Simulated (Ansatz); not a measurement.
# Si₂H₆O: an energy map over two coordinates

How does the energy of H6OSi2, SMILES [SiH3]O[SiH3] change over two coordinates at once? A grid of runs gives the map.

The runs use Ansatz 0.2.0; RKS r2SCAN0-D4/def2-TZVP.

### 1 The starting structure

SMILES `[SiH3]O[SiH3]`, 9 atoms, charge 0, spin multiplicity 1.

Atoms are counted from 1 here; the program's logs count them from 0.

Bond lengths: Si1–O2 1.674 Å, Si1–H4 1.506 Å, Si1–H5 1.500 Å, Si1–H6 1.506 Å, O2–Si3 1.673 Å, Si3–H7 1.500 Å, Si3–H8 1.506 Å, Si3–H9 1.506 Å. Angles: O2–Si1–H4 110.6°, O2–Si1–H5 107.8°, O2–Si1–H6 110.5°, H4–Si1–H5 109.5°, H4–Si1–H6 108.7°, H5–Si1–H6 109.7°, Si1–O2–Si3 142.1°, O2–Si3–H7 107.8°, O2–Si3–H8 110.6°, O2–Si3–H9 110.5°, H7–Si3–H8 109.6°, H7–Si3–H9 109.6°, H8–Si3–H9 108.7°.

As a file:

```tsv
atom	x (Å)	y (Å)	z (Å)
Si1	-0.70404	1.05927	-0.93154
O2	0.51312	0.11400	-0.27890
Si3	0.79816	-1.05207	0.88699
H4	-1.78750	0.19459	-1.52107
H5	-0.09798	1.90850	-2.00953
H6	-1.31193	1.94179	0.12697
H7	2.25631	-1.40172	0.83900
H8	-0.02566	-2.28374	0.61619
H9	0.44810	-0.52702	2.25469
```

This geometry comes from a loose relaxation at PBE in a small basis, which is not shown.

### 3 Plan of the scan

The axes are (1) angle Si1–O2–Si3 (carried through 180): 9 values from 132 to 228 °; (2) change of the bonds O2–Si1, O2–Si3, all alike: 9 values from −0.179 to 0.276 Å.

Nothing else is relaxed (all other coordinates rigid). Energies count from the relaxed molecule at the same level. Points are written as (first, second).

(The set-up runs are not shown.)

### 4 Point (156°, 0.106 Å)

Contents of input.yaml:

```yaml
crystal:
  periodic: [false, false, false]
  atoms:
    - { symbol: Si, position_ang: [-0.710951, 1.143638, -1.020127] }
    - { symbol: O, position_ang: [0.399809, 0.087155, -0.216886] }
    - { symbol: Si, position_ang: [0.896025, -1.114699, 0.925241] }
    - { symbol: H, position_ang: [-1.784861, 0.357463, -1.665971] }
    - { symbol: H, position_ang: [0.026116, 1.907404, -2.045342] }
    - { symbol: H, position_ang: [-1.318428, 2.078408, -0.047648] }
    - { symbol: H, position_ang: [2.343166, -1.350776, 0.758738] }
    - { symbol: H, position_ang: [0.159085, -2.375661, 0.68993] }
    - { symbol: H, position_ang: [0.625316, -0.650007, 2.303396] }
basis:
  gaussian: { orbitals: def2-TZVP }
hamiltonian:
  xc: { name: r2SCAN0 }
  dispersion: d4
output:
  forces: true
```

Launch:

```console
> ansatz run input.yaml --threads 1 --pin off --max-ram 2560MiB --backend cpu --events-out ev --progress --plain --runs-dir out
```

The session goes on with these runs: all other points of the grid.

Before running it: what results should come out? Wanted: lowest point; highest computed point; largest force on an atom.

**Answer**, as computed:

| quantity | value |
| --- | --- |
| lowest point | (156°, −0.008 Å), 0.06 kcal/mol |
| highest computed point | (180°, 0.276 Å), 43.7 kcal/mol above the lowest |
| largest force on an atom (eV/Å) | 0.0 at (168°, −0.008 Å) to 11.0 at (228°, −0.179 Å); 0.2 at the lowest point |
| time for the whole task | 9.5 min on 1 thread, shared host |

What this shows: The lowest computed point is at (156°, −0.008 Å), 0.06 kcal/mol from the relaxed molecule at the same level. The grid is coarse, so the true minimum lies between grid points and may sit elsewhere than the lowest one. The highest computed point, (180°, 0.276 Å), lies 43.7 kcal/mol above the lowest. Round the minimum the valley is somewhat tilted: raising the first coordinate shifts the best value of the second coordinate downwards (coupling k₁₂/√(k₁₁k₂₂) about 0.4).
